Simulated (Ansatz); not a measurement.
A calculation with Ansatz (development build ahead of 0.2.0).

```yaml
crystal:
  periodic: [false, false, false]
  atoms:
    - { symbol: O, position_ang: [0.0, 0.0, 0.0] }
    - { symbol: H, position_ang: [0.0, 0.0, 3.0] }
basis:
  gaussian: { orbitals: pcseg-2 }
magnetization:
  initial_magnetization: 1
hamiltonian:
  xc: pbe0
```

The input is written out in the form of the current development build from the run's settings.

Output:

| Quantity | Value |
| --- | --- |
| Converged | yes |
| Total energy | -75.41800 hartree |
| Spin squared of the determinant | 0.750 |
| Stability test | minimum among restricted orbitals |

Caution: stretched shape with no unrestricted run beside it, a lower state can exist; charge can spread falsely over distant fragments.
